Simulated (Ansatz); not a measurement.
Reaction (SMILES): N#C (CH-N) → C atom + H atom + N atom
B3LYP-D3(BJ)/def2-TZVP geometries, fixed; electronic energies without zero-point terms.
Largest species:
```xyz
3

C      0.0000     0.0000    -0.4969
N      0.0000     0.0000     0.6493
H      0.0000     0.0000    -1.5636
```

Basis-set convergence of the atomisation energy at PBE with Ansatz (a program for electronic structure). All functions are spherical. The program fits the integrals of some runs and decomposes those of others, by size. Open shells are unrestricted. No added dispersion term, no relativity. Functions are those of the species that has most. Reference: the value in pcseg-4, 326.23 kcal/mol, itself unsure by roughly 0.11 kcal/mol (its mean distance from aug-pcseg-3, aug-cc-pVQZ, cc-pV5Z). Deviations are taken from unrounded values.

```csv
basis,functions,atomisation energy (kcal/mol),minus reference (kcal/mol)
3-21G,20,312.33,-13.90
6-31G,20,307.48,-18.75
def2-SVPD,48,328.80,2.57
6-311+G**,50,323.26,-2.97
aug-cc-pVDZ,55,318.91,-7.32
aug-pcseg-1,55,322.07,-4.16
"6-311++G(2d,2p)",64,324.31,-1.92
cc-pVTZ,74,325.98,-0.25
def2-TZVPP,76,325.94,-0.28
def2-TZVPD,83,325.86,-0.37
def2-TZVPPD,91,326.08,-0.15
"6-311++G(3df,3pd)",96,326.59,0.36
aug-cc-pVTZ,115,325.43,-0.79
def2-QZVPP,144,326.06,-0.17
pcseg-3,153,326.25,0.02
def2-QZVPPD,159,326.05,-0.18
cc-pV5Z,237,326.39,0.16
pcseg-4,263,326.23,0.00
```
